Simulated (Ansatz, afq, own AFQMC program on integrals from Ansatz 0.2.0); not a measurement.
# Where AFQMC and coupled cluster stand for NH4, doublet

```json
{"atom": "N", "x (Å)": "-0.1470", "y (Å)": "-0.0316", "z (Å)": "-0.0492"}
{"atom": "H", "x (Å)": "-0.4443", "y (Å)": "0.9362", "z (Å)": "-0.0492"}
{"atom": "H", "x (Å)": "-0.4443", "y (Å)": "-0.4339", "z (Å)": "0.8311"}
{"atom": "H", "x (Å)": "1.0550", "y (Å)": "-0.0316", "z (Å)": "-0.0492"}
{"atom": "H", "x (Å)": "1.8760", "y (Å)": "-0.0316", "z (Å)": "-0.0492"}
```

Basis cc-pVTZ. Only valence electrons are correlated. AFQMC by an in-house program on the Cholesky factors that Ansatz 0.2.0 writes for its CCSD(T) run. ph-AFQMC/CISD is guided by a CISD state made of CCSD amplitudes; releasing the constraint for a short imaginary time cuts its bias at the price of noise, slowly where states lie close. ± is one standard error of the sampling.

Determinant: UHF, the one that the program's search chose, which needn't be the lowest solution. The geometry is a point of a scan.

No full CI on the walks' own integrals is used here; CCSDT(Q) serves as the reference and is uncertain by about the last step of the cluster series.

Cautions: the released energies are still falling, so no released level is given (meV from the phaseless value at times in 1/Eh: -11 ± 4 at 0.24, -10 ± 4 at 0.51, -19 ± 5 at 0.99, -9 ± 5 at 1.62, -35 ± 10 at 2.40).

```
T1 diagnostic                               : 0.0165
weight of the determinant in the CISD state : 0.915
⟨S²⟩ of the determinant                     : 0.783
size of the correlated space                : 9 electrons in 85 orbitals
```

```csv
level,correlation energy (eV)
MP2,-6.5528
CCSD,-7.1098
CCSD(T),-7.3373
```

Question: Estimate where phaseless AFQMC with a CISD trial lies against CCSD(T) on the same integrals.

Answer: 0.2 ± 0.4 kJ/mol below CCSD(T). The gap is under twice the noise, so this walk alone can't tell the two apart.

Reference: CCSDT(Q), correlation energy -7.360 eV.

```tsv
level	E − E(reference) (kJ/mol)	share of correlation (%)
CCSD(T)	2.2	99.69
CCSDT	0.9	99.87
ph-AFQMC/CISD	2.0 ± 0.4	99.72
```

A walk keeps the symmetry of its determinant, which the program's search chose and which needn't be the lowest solution, so a lower state of the same spin and another symmetry isn't excluded.
